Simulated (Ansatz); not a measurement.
**Sodium, bcc under PBE: how the Fermi-Dirac smearing moves the result**

How small must the Fermi-Dirac smearing width be for energy and pressure to settle? The geometry was relaxed under PBE beforehand and stays fixed; 6 values are run, from 0.01 to 1.0 eV. Wanted are the values from which on the energy stays within 10 and 1 meV/atom, and the pressure within 0.5 GPa, of the narrowest run. Within the series other settings stay, but some runs also write fields, which adds to their time. Spin polarisation is left out.

Program: Ansatz 0.2.0. Level of theory: DFT PBE, plane waves with PAW, scalar-relativistic. These are calculated values, not measurements.

**1. Starting point**

It takes space group Im-3m (No. 229, cubic). The conventional cell has a = 4.197 Å, b = 4.197 Å, c = 4.197 Å, α = 90.00°, β = 90.00°, γ = 90.00°. Na (site symmetry m-3m) is surrounded by 8 Na at 3.63 Å.

As a file:

```
Na
1.0
    -2.09856    2.09856    2.09856
     2.09856   -2.09856    2.09856
     2.09856    2.09856   -2.09856
Na
1
Direct
  0.00000 0.00000 0.00000
```

**2. Run at 0.01 eV**

The run at 0.01 eV.

input.yaml

```yaml
crystal:
  lattice:
    - [-2.0985562613, 2.0985562613, 2.0985562613]
    - [2.0985562613, -2.0985562613, 2.0985562613]
    - [2.0985562613, 2.0985562613, -2.0985562613]
  atoms:
    - { symbol: Na, position: [0.0, 0.0, 0.0] }
hamiltonian:
  xc: pbe
  pseudopotentials:
    kind: paw
    azcp:
      Na: "pseudopotentials/Na.paw.azcp"
basis:
  ecutwfc: 420
  fft_grid_basis: typed
kpoints:
  mp_grid: { grid: [11, 11, 11], shift: [0, 0, 0] }
magnetization:
  spin_polarized: false
scf:
  occupations: { method: fermi_dirac, width: 0.01 }
  lower_state_search: "off"
output:
  stress: true
```

Command:

```bash
ansatz run input.yaml --threads 1 --pin off --max-ram 3584MiB --backend cpu --events-out ev --progress --plain --runs-dir out
```

**3. Run at 0.03 eV**

The run at 0.03 eV.

input.yaml: that of step 2 with these lines changed.

```diff
@@ -21,3 +21,3 @@
 scf:
-  occupations: { method: fermi_dirac, width: 0.01 }
+  occupations: { method: fermi_dirac, width: 0.03 }
   lower_state_search: "off"
```

**4. Run at 0.2 eV**

The run at 0.2 eV.

input.yaml: that of step 3 with these lines changed.

```diff
@@ -21,3 +21,3 @@
 scf:
-  occupations: { method: fermi_dirac, width: 0.03 }
+  occupations: { method: fermi_dirac, width: 0.2 }
   lower_state_search: "off"
```

**5. Run at 0.3 eV**

The run at 0.3 eV.

input.yaml: that of step 4 with these lines changed.

```diff
@@ -21,3 +21,3 @@
 scf:
-  occupations: { method: fermi_dirac, width: 0.2 }
+  occupations: { method: fermi_dirac, width: 0.3 }
   lower_state_search: "off"
@@ -25 +25,5 @@
   stress: true
+  write_density: true
+  write_potential: true
+  elf: true
+  volumetric_format: npy
```

**6. Run at 0.6 eV**

The run at 0.6 eV.

input.yaml: that of step 5 with these lines changed.

```diff
@@ -21,3 +21,3 @@
 scf:
-  occupations: { method: fermi_dirac, width: 0.3 }
+  occupations: { method: fermi_dirac, width: 0.6 }
   lower_state_search: "off"
@@ -25,5 +25 @@
   stress: true
-  write_density: true
-  write_potential: true
-  elf: true
-  volumetric_format: npy
```

**7. Run at 1.0 eV**

The run at 1.0 eV.

input.yaml: that of step 6 with these lines changed.

```diff
@@ -21,3 +21,3 @@
 scf:
-  occupations: { method: fermi_dirac, width: 0.6 }
+  occupations: { method: fermi_dirac, width: 1.0 }
   lower_state_search: "off"
```

(Steps that only read results are left out.)

Before running it: what results should come out?

As calculated:

```
                                           quantity                       value
       E(σ → 0) stays within 10 meV/atom of 0.01 eV                up to 0.6 eV
                   E(σ → 0) stays within 1 meV/atom               up to 0.03 eV
                      pressure stays within 0.5 GPa                up to 0.3 eV
                                pressure at 0.01 eV                   -0.01 GPa
energy of a separate run on a finer mesh (17×17×17)  +2.8 meV/atom from 0.01 eV
```

In words: At 1.0 eV the energy differs by -43.0 meV/atom and the pressure by +1.7 GPa. The free energy F moves by -727.2 meV/atom over the range, and the estimate for σ → 0 by -43.0. With this scheme F falls about as the square of the width. The mesh (11×11×11) is fixed, so the narrowest widths carry a k-point error of their own. The yardstick itself is unsettled by 2.8 meV/atom against the finer mesh, so the thresholds above hold only within this series, and wider smearing, which averages over more states, can land nearer the fine-mesh value than the narrowest does.
